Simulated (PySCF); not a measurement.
Energies from PySCF, thermal terms from the rigid-rotor harmonic-oscillator model, ideal gas at 1 bar. 'Table' is the NASA 1993 thermochemical table (part measured, part estimated). S°(298 K) at PBE0/def2-TZVP differs from the NASA 1993 table for SF4 (-5 J/mol/K); whether the harmonic model or the table's entry is off was not settled. All species are closed-shell singlets. The harmonic model lacks anharmonicity and excited electronic states, which grow with temperature; levels with a mode under 35 cm⁻¹ are left out. The table's entry may be an old estimate for SF4 (not checked at source).

Harmonic frequencies at PBE/def2-SVP (cm⁻¹): 194, 307, 405, 463, 469, 558, 789, 808, 830. Point group C2v; S°(298 K) = 299.7 J/mol/K at this level.

**Question.** Work out Cp and S° of gaseous SF4 at 500, 800, 1200, 1600, 2000 K from these, and set them beside the table.

**Answer.** 
| T (K) | Cp PBE/def2-SVP | Cp table | S° PBE/def2-SVP | S° table |
|---|---|---|---|---|
| 500 | 93.8 | 93.5 | 344.4 | 344.2 |
| 800 | 101.9 | 101.6 | 390.7 | 390.3 |
| 1200 | 105.2 | 104.9 | 432.7 | 432.2 |
| 1600 | 106.4 | 106.4 | 463.2 | 462.6 |
| 2000 | 107.0 | 107.1 | 487.0 | 486.5 |
Units J/mol/K.
